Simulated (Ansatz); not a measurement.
Two shapes of singlet C2H(-).

Shape 1:

```xyz
3

H     0.0045    0.0233   -1.6188
C    -0.0146    0.0460   -0.5069
C    -0.0062    0.0449    0.7776
```

Shape 2:

```xyz
3

H     0.0000    0.0000   -1.4488
C     0.0000    0.0000   -0.4544
C     0.0000    0.0000    0.6959
```

Basis set: def2-TZVP (spherical functions). Correlated methods keep 2 orbitals frozen. Charge -1, multiplicity 1.

Computed with Ansatz (development build ahead of 0.2.0); each method stands on the lowest determinant of its kind that the runs found.

**Question.** Which shape is lower in energy, and by how much in each method?

**Answer.**

| method | E(2) − E(1) (eV) |
| --- | --- |
| RHF | 0.163 |
| RHF-MP2 | 0.570 |

Shape 1 is lower. Caution: no diffuse functions for an anion.
